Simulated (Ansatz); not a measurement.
```yaml
crystal:
  periodic: [false, false, false]
  atoms:
    - {symbol: B, position_ang: [0.281643, 0.295804, -0.111317]}
    - {symbol: H, position_ang: [1.435655, 0.401676, -0.404158]}
    - {symbol: H, position_ang: [-0.467749, 1.233771, -0.069869]}
    - {symbol: O, position_ang: [-0.156982, -0.949932, 0.178042]}
    - {symbol: H, position_ang: [-1.092578, -0.981319, 0.407302]}
basis:
  gaussian: {orbitals: cc-pVDZ, point_charges: [{charge: 0.50, position_ang: [4.046, -0.975, -0.709]}]}
magnetization: {spin_polarized: true, initial_magnetization: 2}
hamiltonian: {xc: {name: SPW92}}
scf: {omitted_lower_state_checks: [starts]}
output: {forces: true}
```

```sh
$ ansatz run in.yaml --threads 4 --pin off --events-out ev --progress --plain --max-ram 3916MiB
```

It prints (some lines left out):

```
Functional definition: SPW92
463 factors; their error is unknown
mean field evaluation 1: about -2740.2868 eV, gradient 3.0e1 eV
mean field evaluation 2: about -2727.7303 eV, gradient 5.9e1 eV
mean field evaluation 4: about -2744.0510 eV, gradient 3.3e0 eV
mean field evaluation 8: about -2744.1206 eV, gradient 5.8e-2 eV
mean field evaluation 16: about -2744.0969 eV, gradient 6.3e-6 eV
mean field -2744.09687755 eV, -100.8437002342 hartree, gradient 6.3e-6 eV, S^2 2.001574; 0 other end points of the search recorded, 0 dependent functions left out
reference -2744.09690089 eV, -100.8437010921 hartree; 9, 7 occupied and 34, 36 virtual orbitals, 463 factors
Total energy: -2744.09690089 eV, -100.8437010921 hartree
Atom 0 at     0.281643     0.295804    -0.111317 Å, force     0.863008    -1.481656     0.021867 eV/Å
Atom 1 at     1.435655     0.401676    -0.404158 Å, force     1.101910     1.025876    -0.425506 eV/Å
Atom 2 at    -0.467749     1.233771    -0.069869 Å, force    -0.574668     1.462953    -0.078396 eV/Å
Atom 3 at    -0.156982    -0.949932     0.178042 Å, force    -0.590860    -0.121718     0.159079 eV/Å
Atom 4 at    -1.092578    -0.981319     0.407302 Å, force    -0.776630    -0.880925     0.315321 eV/Å
Dipole moment:    -0.469636    -0.021295     0.113701 e Å
Checks for a lower state left out: starts
```

Hardware: 4 threads of Arm Neoverse V2 on a shared host. Wall time 0.2 s.
